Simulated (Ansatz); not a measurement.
All values below come from PBE0-D4/def2-TZVP run with Ansatz (a first-principles code). No frequencies were computed at this level.

Ansatz 0.2 input:
```yaml
crystal:
  periodic: [false, false, false]
  atoms:
    - { symbol: C, position_ang: [1.90001, -0.517635, 0.189588] }
    - { symbol: C, position_ang: [0.760225, 0.010005, 0.593042] }
    - { symbol: C, position_ang: [-0.256635, 0.632086, -0.310029] }
    - { symbol: C, position_ang: [-1.597511, -0.095264, -0.213114] }
    - { symbol: H, position_ang: [2.183965, -0.523622, -0.850428] }
    - { symbol: H, position_ang: [2.600932, -0.962172, 0.875696] }
    - { symbol: H, position_ang: [0.496525, 0.000051, 1.643315] }
    - { symbol: H, position_ang: [-0.398438, 1.677766, -0.020744] }
    - { symbol: H, position_ang: [0.101209, 0.61072, -1.341071] }
    - { symbol: H, position_ang: [-1.972701, -0.069874, 0.807744] }
    - { symbol: H, position_ang: [-1.484444, -1.135284, -0.511173] }
    - { symbol: H, position_ang: [-2.333139, 0.373223, -0.862828] }
basis:
  gaussian: { orbitals: def2-tzvp }
hamiltonian:
  xc: pbe0
  dispersion: d4
relax:
  max_steps: 150
```

Output:

```
Functional definition: PBE0
1072 factors; their error is unknown
mean field evaluation 1: about -4264.7751 eV, gradient 6.3e1 eV
mean field evaluation 2: about -4262.0295 eV, gradient 6.9e1 eV
mean field evaluation 4: about -4274.1479 eV, gradient 5.3e0 eV
mean field evaluation 8: about -4274.2137 eV, gradient 4.6e-2 eV
mean field evaluation 16: about -4274.1943 eV, gradient 6.9e-5 eV
mean field -4274.19432862 eV, -157.0737444240 hartree, gradient 1.6e-5 eV, S^2 0.000000; 0 other end points of the search recorded, 0 dependent functions left out
reference -4274.19435950 eV, -157.0737455586 hartree; 16, 16 occupied and 156, 156 virtual orbitals, 1072 factors
relax step   1: F+E_penalty+E_count = -4274.34988063 eV  Δ(F+E_penalty+E_count) = +0.000e0 eV  max|allowed force component| = 2.967e-1 eV/Å  Δτ_max = 0.0000 Å  (28 SCF iters, accepted)
these checks for a lower state are left out or cut short: starts, cluster_reference, orbital_swaps, neighbouring_geometries, increment
1072 factors; their error is unknown
mean field -4274.20395864 eV, -157.0740983207 hartree, gradient 9.3e-6 eV, S^2 0.000000; 0 other end points of the search recorded, 0 dependent functions left out
reference -4274.20398964 eV, -157.0740994597 hartree; 16, 16 occupied and 156, 156 virtual orbitals, 1072 factors
relax step   2: F+E_penalty+E_count = -4274.35903861 eV  Δ(F+E_penalty+E_count) = -9.158e-3 eV  max|allowed force component| = 1.749e-1 eV/Å  Δτ_max = 0.0193 Å  (30 SCF iters, accepted)
these checks for a lower state are left out or cut short: starts, cluster_reference, orbital_swaps, neighbouring_geometries, increment
1072 factors; their error is unknown
mean field evaluation 32: about -4274.2051 eV, gradient 9.4e-6 eV
mean field -4274.20506915 eV, -157.0741391309 hartree, gradient 9.4e-6 eV, S^2 0.000000; 0 other end points of the search recorded, 0 dependent functions left out
reference -4274.20510022 eV, -157.0741402728 hartree; 16, 16 occupied and 156, 156 virtual orbitals, 1072 factors
relax step   3: F+E_penalty+E_count = -4274.36001256 eV  Δ(F+E_penalty+E_count) = -9.739e-4 eV  max|allowed force component| = 7.302e-2 eV/Å  Δτ_max = 0.0342 Å  (30 SCF iters, accepted)
these checks for a lower state are left out or cut short: starts, cluster_reference, orbital_swaps, neighbouring_geometries, increment
1072 factors; their error is unknown
mean field -4274.20459568 eV, -157.0741217314 hartree, gradient 9.3e-6 eV, S^2 0.000000; 0 other end points of the search recorded, 0 dependent functions left out
reference -4274.20462674 eV, -157.0741228729 hartree; 16, 16 occupied and 156, 156 virtual orbitals, 1072 factors
relax step   4: F+E_penalty+E_count = -4274.35948570 eV  Δ(F+E_penalty+E_count) = +5.269e-4 eV  max|allowed force component| = 1.030e-1 eV/Å  Δτ_max = 0.0225 Å  (31 SCF iters, rejected (line search))
these checks for a lower state are left out or cut short: starts, cluster_reference, orbital_swaps, neighbouring_geometries, increment
1072 factors; their error is unknown
mean field -4274.20585688 eV, -157.0741680797 hartree, gradient 9.4e-6 eV, S^2 0.000000; 0 other end points of the search recorded, 0 dependent functions left out
reference -4274.20588794 eV, -157.0741692211 hartree; 16, 16 occupied and 156, 156 virtual orbitals, 1072 factors
relax step   5: F+E_penalty+E_count = -4274.36081913 eV  Δ(F+E_penalty+E_count) = -8.066e-4 eV  max|allowed force component| = 1.722e-2 eV/Å  Δτ_max = 0.0107 Å  (32 SCF iters, accepted)
these checks for a lower state are left out or cut short: starts, cluster_reference, orbital_swaps, neighbouring_geometries, increment
1072 factors; their error is unknown
mean field -4274.20586763 eV, -157.0741684747 hartree, gradient 9.4e-6 eV, S^2 0.000000; 0 other end points of the search recorded, 0 dependent functions left out
reference -4274.20589869 eV, -157.0741696160 hartree; 16, 16 occupied and 156, 156 virtual orbitals, 1072 factors
relax step   6: F+E_penalty+E_count = -4274.36083438 eV  Δ(F+E_penalty+E_count) = -1.525e-5 eV  max|allowed force component| = 1.260e-2 eV/Å  Δτ_max = 0.0072 Å  (32 SCF iters, accepted)
these checks for a lower state are left out or cut short: starts, cluster_reference, orbital_swaps, neighbouring_geometries, increment
1072 factors; their error is unknown
mean field -4274.20587721 eV, -157.0741688265 hartree, gradient 9.4e-6 eV, S^2 0.000000; 0 other end points of the search recorded, 0 dependent functions left out
reference -4274.20590826 eV, -157.0741699677 hartree; 16, 16 occupied and 156, 156 virtual orbitals, 1072 factors
relax step   7: F+E_penalty+E_count = -4274.36083864 eV  Δ(F+E_penalty+E_count) = -4.260e-6 eV  max|allowed force component| = 8.779e-3 eV/Å  Δτ_max = 0.0054 Å  (31 SCF iters, accepted)
1072 factors; their error is unknown
mean field evaluation 64: about -4274.2059 eV, gradient 2.9e-4 eV
mean field -4274.20587721 eV, -157.0741688265 hartree, gradient 9.4e-6 eV, S^2 0.000000; 1 other end points of the search recorded, 0 dependent functions left out
reference -4274.20590826 eV, -157.0741699677 hartree; 16, 16 occupied and 156, 156 virtual orbitals, 1072 factors
Total energy: -4274.36086970 eV, -157.0798646955 hartree
Atom 0 at     1.916252    -0.514163     0.192052 Å, force     0.002941     0.005700     0.003592 eV/Å
Atom 1 at     0.765015     0.008701     0.589809 Å, force     0.002128     0.001816    -0.003973 eV/Å
Atom 2 at    -0.260152     0.617504    -0.307619 Å, force     0.001040     0.006322     0.001528 eV/Å
Atom 3 at    -1.607449    -0.090210    -0.216585 Å, force     0.005873    -0.007169    -0.006529 eV/Å
Atom 4 at     2.201894    -0.518842    -0.855819 Å, force    -0.004005    -0.008779     0.001965 eV/Å
Atom 5 at     2.616627    -0.951249     0.894555 Å, force    -0.002846     0.005570    -0.002712 eV/Å
Atom 6 at     0.517478    -0.007217     1.650902 Å, force    -0.000666    -0.006329    -0.001060 eV/Å
Atom 7 at    -0.394111     1.671789    -0.035326 Å, force     0.001433    -0.001493     0.001237 eV/Å
Atom 8 at     0.104660     0.604793    -1.339272 Å, force    -0.003177    -0.000703     0.002315 eV/Å
Atom 9 at    -1.989338    -0.078852     0.807639 Å, force    -0.002315     0.002913     0.004342 eV/Å
Atom 10 at    -1.520172    -1.134456    -0.525173 Å, force     0.000567    -0.000944    -0.000622 eV/Å
Atom 11 at    -2.350708     0.392202    -0.855166 Å, force    -0.000974     0.003094    -0.000083 eV/Å
Dipole moment:    -0.076846     0.037371    -0.011140 e Å
```

Cost: about 70 core-seconds (a rough figure).
